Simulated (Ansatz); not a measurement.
Two isomers of C3H6FN: A = `C=NC(C)F`, B = `C/N=C(/C)F`.

Computed with Ansatz on PBE0-D4/def2-TZVP structures; ΔE is electronic, products minus reactants. CCSD(T)/CBS adds triple-zeta CCSD(T) − MP2 to the extrapolated MP2 energy (def2 sets, frozen cores). Functionals use def2-TZVPP. One conformer a species, not always the lowest.

(1) Which is lower in electronic energy at CCSD(T)/CBS, and by how much? (Estimate.)

(2) Give E(B) − E(A) in kcal/mol with CCSD/def2-TZVPP, MP2/def2-TZVPP, B2PLYP, CCSD(T)/def2-SVP, CCSD(T)/def2-TZVPP, r2SCAN-D4, ωB97M-V. (Estimate.)

(3) Does the order hold for the free energy at 298.15 K (harmonic terms from PBE0-D4)? (Best estimate.)

Largest T1 diagnostic: 0.012.

## Answers

(1) Computed: B, by 7.0 kcal/mol.

(2) The calculation gave: CCSD/def2-TZVPP -7.0, MP2/def2-TZVPP -8.0, B2PLYP -8.4, CCSD(T)/def2-SVP -7.2, CCSD(T)/def2-TZVPP -7.1, r2SCAN-D4 -9.7, ωB97M-V -8.1. None reverses the order clearly.

(3) Computed: Yes: G(B) − G(A) = -7.9 kcal/mol, for one conformer each.

Leaving LDA and LC-ωPBE aside and taking each functional with its dispersion term where it has one, the values, not all of them listed here, spread over 2.0 kcal/mol, from PBE-D4 to BHLYP-D4. From BLYP to BHLYP (50 % exact exchange), in def2-TZVPP and without D4, E(B) − E(A) moves by +1.2 kcal/mol.
